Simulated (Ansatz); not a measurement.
The same path of BH₄N (6 atoms, charge 0, multiplicity 1) was run twice with different band settings. Lost on the way: B1–H5. Made: N2–H5.

Theory: RKS revPBE/def2-SVP (Ansatz).

Relaxed end points:

```xyz
6
Properties=species:S:1:pos:R:3
B 0.434 0.016 0.106
N 0.725 -0.017 1.475
H 0.015 -0.138 2.199
H 1.669 0.080 1.852
H 1.346 0.166 -0.689
H -0.724 -0.107 -0.256
```

```xyz
6
Properties=species:S:1:pos:R:3
B 0.058 0.370 -0.353
N 0.932 -0.140 1.009
H 0.554 -0.741 1.785
H 1.190 0.779 1.420
H 1.828 -0.539 0.701
H -1.099 0.272 0.126
```

Common settings: movable images 5; climbing image yes; spring 5.0 eV/Å²; optimiser quadratic models (default); force threshold 0.03 eV/Å; iteration limit 60; end points relaxed.

| run | start path |
| --- | --- |
| 1 | through a guess of the saddle point |
| 2 | straight line |

**Question.** What does each run give, and how far can it be trusted?

**Answer.** Run 1: converged after 15 iterations, highest image 4.700 eV above the first end. Neighbouring images differ by up to 2.2 eV, so the band resolves the path poorly. A vibrational analysis at the climbing image gives one clearly imaginary mode, 1202i cm⁻¹: a first-order saddle point.
Run 2: converged after 11 iterations, highest image 4.700 eV above the first end. Neighbouring images differ by up to 2.1 eV, so the band resolves the path poorly. Another band between the same ends (5 images) ends at a top of the same energy, where a vibrational analysis finds 1 clearly imaginary mode.
The orbitals stay closed-shell, which can raise the energy where a bond breaks towards radicals; this wasn't checked here.
